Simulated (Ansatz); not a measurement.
This geometry of BH3OSi (6 atoms, charge 0, multiplicity 1) is a first-order saddle point.

Computed with RKS B3LYP-D4/def2-SVP in Ansatz 0.2.0.

```xyz
6
Properties=species:S:1:pos:R:3
B 0.331 -0.542 -0.856
Si -0.291 0.505 0.770
O 0.123 1.967 1.052
H -0.021 -1.683 -1.017
H 1.054 -0.013 -1.657
H -1.198 -0.233 1.707
```

Question: Which two structures does it join? (They come from a converged band through this point; their orientation in space is the band's.)

Answer: No bond is made or broken. The dihedral H4–B1–Si2–O3 goes from -89 to 87°. The two ends are copies of one structure, up to a mirror image or an exchange of like atoms.

Initial state:

```xyz
6
Properties=species:S:1:pos:R:3
B 0.258 -0.535 -0.855
Si -0.238 0.477 0.806
O -0.462 2.003 0.741
H -0.591 -0.986 -1.580
H 1.410 -0.647 -1.188
H -0.377 -0.311 2.076
```

Final state:

```xyz
6
Properties=species:S:1:pos:R:3
B 0.258 -0.536 -0.854
Si -0.238 0.481 0.804
O -0.457 2.007 0.743
H 1.410 -0.657 -1.184
H -0.592 -0.986 -1.580
H -0.381 -0.309 2.072
```

Question: How far does it lie above each of them?

Answer: 1.9 kcal/mol above the first and 1.9 kcal/mol above the second. This is the barrier of this one path; another mechanism may lie lower.

Run time: 71 s on 1 thread of Arm Neoverse V2, with other jobs on the host, peak memory 0.22 GiB.
